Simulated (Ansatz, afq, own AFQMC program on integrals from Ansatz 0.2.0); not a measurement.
# F, doublet in def2-SVP, levels against full CI

A free F atom.

Basis def2-SVP. Noble-gas cores (and the filled d shells of Ga–Kr and In–Xe) are frozen. AFQMC by an in-house program on the Cholesky factors that Ansatz 0.2.0 writes for its CCSD(T) run. The CISD trial takes its coefficients from CCSD amplitudes. Released means that phaseless walkers are propagated on without the constraint, phases kept. Uncertainties: one standard error, sampling alone.

Determinant: UHF, the one that the program's search chose, which needn't be the lowest solution.

Full CI on the same integrals is exact in this basis and with this determinant's frozen core.

```
T1 diagnostic                               : 0.0034
weight of the determinant in the CISD state : 0.970
⟨S²⟩ of the determinant                     : 0.752
size of the correlated space                : 7 electrons in 13 orbitals
```

Reference: full CI, correlation energy -4.105 eV. The released energy is read at 1.00 1/Eh, later times being too noisy (meV from the phaseless value at times in 1/Eh: -3.1 ± 0.7 at 0.24, -3.5 ± 0.6 at 0.50, -3.2 ± 0.6 at 1.00, -7 ± 4 at 1.50).

| level | E − E(reference) (kJ/mol) | share of correlation (%) |
| --- | --- | --- |
| HF | 396.1 | 0.00 |
| MP2 | 32.8 | 91.72 |
| CCSD | 2.9 | 99.26 |
| CCSD(T) | 0.5 | 99.86 |
| CCSDT | 0.3 | 99.93 |
| CCSDT(Q) | 0.0 | 99.99 |
| ph-AFQMC/HF | 3.2 ± 1.2 | 99.18 |
| ph-AFQMC/CISD | 0.3 ± 0.2 | 99.92 |
| released AFQMC | 0.0 ± 0.05 | 100.00 |

CCSDT and higher add their correlation energy to the determinant of the CCSD(T) run, since their own runs factorise the integrals more tightly (a shift of under 2 meV). A walk keeps the symmetry of its determinant, which the program's search chose and which needn't be the lowest solution, so a lower state of the same spin and another symmetry isn't excluded. Released energies are given only where the last usable release times agree within the noise; a slower fall can still hide under it.
